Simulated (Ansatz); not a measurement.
The inner images of a band of BClH$_{4}$S (7 atoms, charge 0, multiplicity 1) are given out of order.

All numbers below come from RKS LDA/def2-SVP in Ansatz 0.2.0.

Initial state:

```xyz
7
Properties=species:S:1:pos:R:3
B -0.066 -0.055 0.008
H -0.503 0.473 1.020
H 1.129 0.094 -0.219
Cl -1.138 0.080 -1.457
S -0.119 -2.027 0.339
H -1.433 -2.181 0.701
H 0.311 -2.135 1.640
```

Final state:

```xyz
7
Properties=species:S:1:pos:R:3
B 0.062 -0.754 -0.537
H -0.222 0.410 2.274
H 1.171 -0.258 -0.542
Cl -1.313 0.198 -1.020
S -0.056 -2.454 -0.044
H -1.413 -2.566 -0.175
H -0.048 -0.328 2.075
```

Put them in order from the first end to the last, with their energies above the first end.
A.
```xyz
7
Properties=species:S:1:pos:R:3
B -0.001 -0.136 0.008
H -0.268 0.298 1.129
H 1.171 -0.027 -0.314
Cl -1.259 0.183 -1.221
S 0.012 -2.218 0.449
H -1.344 -2.414 0.408
H -0.129 -1.438 1.573
```
B.
```xyz
7
Properties=species:S:1:pos:R:3
B 0.009 -0.297 0.043
H -0.232 0.171 1.216
H 1.181 -0.055 -0.181
Cl -1.262 0.209 -1.096
S 0.028 -2.301 0.391
H -1.333 -2.443 0.374
H -0.210 -1.035 1.285
```
C.
```xyz
7
Properties=species:S:1:pos:R:3
B 0.064 -0.694 -0.354
H -0.224 0.315 1.791
H 1.164 -0.181 -0.324
Cl -1.309 0.245 -0.884
S -0.019 -2.435 0.015
H -1.382 -2.540 -0.027
H -0.112 -0.462 1.816
```
D.
```xyz
7
Properties=species:S:1:pos:R:3
B -0.024 -0.082 -0.007
H -0.332 0.417 1.065
H 1.141 0.052 -0.357
Cl -1.252 0.113 -1.322
S -0.016 -2.074 0.423
H -1.368 -2.300 0.458
H 0.033 -1.879 1.774
```
E.
```xyz
7
Properties=species:S:1:pos:R:3
B 0.045 -0.580 -0.097
H -0.206 0.198 1.409
H 1.164 -0.106 -0.162
Cl -1.271 0.257 -0.938
S 0.016 -2.400 0.134
H -1.346 -2.500 0.203
H -0.219 -0.622 1.484
```

D (+1.2 kcal/mol), A (+6.2 kcal/mol), B (+9.4 kcal/mol), E (+3.9 kcal/mol), C (-2.6 kcal/mol).

The run took 78 s on 1 thread of Arm Neoverse V1, on a shared host, peak memory 0.12 GiB.
